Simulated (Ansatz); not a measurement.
[H···H···CH$_{2}$], triplet: transfer scan

All five atoms lie in one plane.

Starting geometry:

| atom | x (Å) | y (Å) | z (Å) |
| --- | --- | --- | --- |
| H | -2.1562 | 0.0000 | 0.0000 |
| H | -1.4112 | 0.0000 | 0.0000 |
| C | 0.1968 | 0.0000 | 0.0000 |
| H | 0.6113 | 0.0000 | 0.9962 |
| H | 0.6113 | 0.0000 | -0.9962 |

From there H2 is moved from one fragment to the other while all else, the fragments' distance too, stays fixed, so the hump isn't the reaction's barrier; atoms are numbered as listed. Energies are in kJ/mol, counted from the starting geometry at the same level.

Basis 6-31G; Ansatz 0.2.0. Only valence electrons are correlated (noble-gas cores frozen). Prefix R: restricted or restricted open-shell reference; prefix U: unrestricted.

Full CI is exact within this basis and frozen core; it isn't the basis-set limit. The frozen core follows each run's orbitals, which can shift R against U totals by a few meV.

```csv
distance H1-H2 (Å),UHF
0.693,2.1
0.745,0.0
0.819,7.7
0.893,18.0
0.967,23.1
1.041,19.0
1.115,7.2
1.189,-7.1
1.263,-15.8
```

Task: Estimate the full CI curve in 6-31G from this one, knowing how UHF errs.

Result: The computed full CI values, in kJ/mol from the starting point, and the error of UHF against them:
```json
{"distance H1-H2 (Å)": "0.693", "full CI": "5.9", "UHF less full CI": "-3.8"}
{"distance H1-H2 (Å)": "0.745", "full CI": "0.0", "UHF less full CI": "0.0"}
{"distance H1-H2 (Å)": "0.819", "full CI": "2.3", "UHF less full CI": "5.3"}
{"distance H1-H2 (Å)": "0.893", "full CI": "8.2", "UHF less full CI": "9.8"}
{"distance H1-H2 (Å)": "0.967", "full CI": "10.6", "UHF less full CI": "12.5"}
{"distance H1-H2 (Å)": "1.041", "full CI": "6.3", "UHF less full CI": "12.7"}
{"distance H1-H2 (Å)": "1.115", "full CI": "-3.4", "UHF less full CI": "10.6"}
{"distance H1-H2 (Å)": "1.189", "full CI": "-13.8", "UHF less full CI": "6.7"}
{"distance H1-H2 (Å)": "1.263", "full CI": "-17.7", "UHF less full CI": "1.8"}
```

The error spans 16.6 kJ/mol and is largest, 12.7 kJ/mol, at 1.041 Å.
